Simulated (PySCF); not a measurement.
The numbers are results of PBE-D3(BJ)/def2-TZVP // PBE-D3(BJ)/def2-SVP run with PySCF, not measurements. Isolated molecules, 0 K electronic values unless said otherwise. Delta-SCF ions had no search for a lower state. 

Reference species (SMILES): `CN(C)C` (neutral, multiplicity 1).

```json
{
 "vertical ionisation energy (Delta-SCF)": "8.16 eV",
 "HOMO–LUMO gap": "5.10 eV",
 "dipole_moment": "0.33 D",
 "HOMO": "-4.78 eV"
}
```

Changed species: `O` (free base H2O; the reference has free base N(CH3)3).

Q: Predict the effect on the vertical ionisation energy (Delta-SCF), HOMO–LUMO gap, dipole moment and HOMO.

A: the vertical ionisation energy (Delta-SCF) rises by 4.49 eV, to 12.65 eV; the HOMO–LUMO gap rises by 1.73 eV, to 6.83 eV; the dipole moment increases by 1.74 D, to 2.07 D; the HOMO drops by 2.18 eV, to -6.96 eV.
